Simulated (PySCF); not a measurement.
C5H8O.
Atom-mapped SMILES: `[CH3:1]/[CH:2]=[C:3]1\[CH2:4][C@H:5]1[OH:6]` (hydrogens: H7, H8, H9 on C1; H10 on C2; H11, H12 on C4; H13 on C5; H14 on O6)

The same species was optimised twice, with GFN2-xTB and with PBE0-D3(BJ)/def2-SVP (PySCF), and the same property calculations (PySCF, gas phase) were run on both structures.

| coordinate | GFN2-xTB | PBE0-D3(BJ)/def2-SVP | change |
| --- | --- | --- | --- |
| C2=C3 (Å) | 1.311 | 1.328 | +0.017 |
| C4–C5 (Å) | 1.520 | 1.530 | +0.010 |
| C5–O6 (Å) | 1.395 | 1.386 | -0.009 |
| C3–C5 (Å) | 1.465 | 1.459 | -0.006 |
| C1–C2 (Å) | 1.496 | 1.493 | -0.003 |
| C3–C4 (Å) | 1.474 | 1.472 | -0.002 |
| C2–C3–C5 (°) | 149.7 | 149.0 | -0.7 |
| C1–C2–C3 (°) | 124.1 | 124.8 | +0.7 |
| C4–C3–C5 (°) | 62.3 | 62.9 | +0.6 |
| C4–C5–O6 (°) | 121.9 | 122.4 | +0.5 |
| C3–C4–C5 (°) | 58.6 | 58.1 | -0.5 |
| C3–C5–O6 (°) | 122.2 | 122.5 | +0.3 |
| C2–C3–C4 (°) | 147.7 | 147.5 | -0.2 |
| C3–C5–C4 (°) | 59.1 | 59.0 | -0.1 |

Rotational constants: A = 8827, B = 2034, C = 1814 MHz (GFN2-xTB) against A = 8650, B = 2039, C = 1808 MHz (PBE0-D3(BJ)/def2-SVP). Point groups within 0.08 Å: C1 and C1.

On the GFN2-xTB structure: isotropic polarisability (au) 65.5 [CAM-B3LYP/def2-SVPD]; HOMO (eV) -8.50 [CAM-B3LYP/def2-SVPD]; LUMO (eV) 0.99 [CAM-B3LYP/def2-SVPD]; dipole (D) 1.98 [CAM-B3LYP/def2-SVPD].

Task: What do these properties become on the PBE0-D3(BJ)/def2-SVP structure?

Result: 
```
                                    property                level  on GFN2-xTB  on PBE0-D3(BJ)/def2-SVP  change
               isotropic polarisability (au)  CAM-B3LYP/def2-SVPD         65.5                     66.7    +1.2
                                   HOMO (eV)  CAM-B3LYP/def2-SVPD        -8.50                    -8.48   +0.02
                                   LUMO (eV)  CAM-B3LYP/def2-SVPD         0.99                     0.91   -0.08
                                  dipole (D)  CAM-B3LYP/def2-SVPD         1.98                     1.99   +0.01
energy, GFN2-xTB geometry as zero (kcal/mol)  CAM-B3LYP/def2-SVPD          0.0                     -0.8    -0.8
```

The heavy atoms differ by 0.016 Å rms after alignment. Among bonds between heavy atoms C2=C3 changes most (+0.017 Å). Changes are differences of the printed values. Neither structure is proved a minimum here.

Conformer computed: `[CH3:1]/[CH:2]=[C:3]1\[CH2:4][C@H:5]1[OH:6]`: H–O6–C5–C4 61°.
